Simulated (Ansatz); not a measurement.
Process, species as SMILES: [C-]#[S+] (C-S) → CS+ (doublet, bonded as [C-]#[S+]) + e-
B3LYP-D3(BJ)/def2-TZVP geometries, fixed; electronic energies without zero-point terms.
Largest species:
```xyz
2

C      0.0000     0.0000    -1.1142
S      0.0000     0.0000     0.4178
```

Effect of a fitting basis named in the input at PBE/cc-pV(T+d)Z with Ansatz (a quantum-chemistry and plane-wave program), against the last row, where the adiabatic ionisation energy is 11.22 eV. Open shells are unrestricted. The default fits or decomposes integrals by the program's own choice; accuracy: high also tightens integrals, grids and stops.

```csv
setting,largest shift of a total energy (mEh),shift of the adiabatic ionisation energy (eV)
fitting: def2-SV(P)-JKFIT,-0.013,0.000
fitting: def2-universal-JKFIT,-0.013,0.000
fitting: cc-pVTZ-JKFIT,-0.009,0.000
fitting: cc-pVQZ-JKFIT,-0.007,0.000
fitting: cc-pV5Z-JKFIT,-0.006,0.000
fitting: def2-universal-JFIT,-0.056,0.000
accuracy: high,0.000,0.000
accuracy: medium (default),0.000,0.000
```

Within 0.002 eV in the adiabatic ionisation energy: fitting: def2-SV(P)-JKFIT; fitting: def2-universal-JKFIT; fitting: cc-pVTZ-JKFIT; fitting: cc-pVQZ-JKFIT; fitting: cc-pV5Z-JKFIT; fitting: def2-universal-JFIT; accuracy: high. The largest shift is 0.056 mEh in a total energy and 0.000 eV in the difference.
